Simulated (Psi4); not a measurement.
Psi4 input (wB97X-D/6-311+G**):

```
memory 1500 MB

molecule {
1 2
C    -0.00000000   -0.00000000   -0.71905699
N     0.00000000    0.00000000    0.41165659
H     0.00000000    0.00000000    1.43274585
symmetry c1
no_reorient
no_com
}

set {
  basis 6-311+G**
  reference uks
  scf_type pk
  dft_radial_points 99
  dft_spherical_points 590
  e_convergence 1e-8
  d_convergence 1e-7
  maxiter 150
}

e = energy('wb97x-d')
print_out(f'\nFINAL {e:.10f} DIPOLE {variable("CURRENT DIPOLE")[0]:.6f} {variable("CURRENT DIPOLE")[1]:.6f} {variable("CURRENT DIPOLE")[2]:.6f}\n')
```

From the last part of the output:

```
  HONO-1 :    6  A 1.9919683
  HONO-0 :    7  A 1.0000000
  LUNO+0 :    8  A 0.0080317
  LUNO+1 :    9  A 0.0080317
  LUNO+2 :   10  A 0.0000781
  LUNO+3 :   11  A 0.0000619

Computation Completed

Properties will be evaluated at   0.000000,   0.000000,   0.000000 [a0]

Properties computed using the SCF density matrix

 Multipole Moments:

 ------------------------------------------------------------------------------------
     Multipole            Electronic (a.u.)      Nuclear  (a.u.)        Total (a.u.)
 ------------------------------------------------------------------------------------

 L = 1.  Multiply by 2.5417464519 to convert [e a0] to [Debye]
 Dipole X            :         -0.0000000            0.0000000           -0.0000000
 Dipole Y            :         -0.0000000            0.0000000           -0.0000000
 Dipole Z            :          0.1316422            0.0000001            0.1316423
 Magnitude           :                                                    0.1316423

 ------------------------------------------------------------------------------------

FINAL -92.9476563204 DIPOLE -0.000000 -0.000000 0.131642

*** Psi4 exiting successfully. Buy a developer a beer!
```

The dipole moment of an ion depends on the origin.
